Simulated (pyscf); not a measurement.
Elementary routes open to H₃Si–Ga=AsH + hydrogen (H₂) in the gas phase (singlet surface):
A. HGa=AsH + silane (SiH₄) (Ga–Si, H–H broken; Ga–H, H–Si formed)
B. H₃Si–GaH–AsH₂ (H–H broken; Ga–H, As–H formed)

Structures and frequencies: ωB97X-D3(BJ)/def2-SVP in PySCF.

### Question
Rank the routes by free-energy barrier at 298 K, lowest first, for ωB97M-D3(BJ)/def2-TZVP energies (ideal gas, 1 atm, RRHO with modes under 100 cm⁻¹ raised to 100, one conformer, R ln 2 for chiral ones without a mode under 150 cm⁻¹).

### Answer
B (34.8 kcal/mol), A (50.8 kcal/mol)

Route B is the fastest of these, ahead of the next by 16.0 kcal/mol. The most stable products are those of B (ΔG = -14.9 kcal/mol), so kinetics and thermodynamics agree. At 1200 K B is still the fastest. A: On the product side the descent ends in a complex, 4.7 kcal/mol under the separated species and 44.0 kcal/mol under the saddle at ωB97X-D3(BJ)/def2-TZVP. Only these routes are compared; each barrier is that of the saddle found, and lower ones may exist. Elements up to Kr have no core potential and no relativistic terms here.
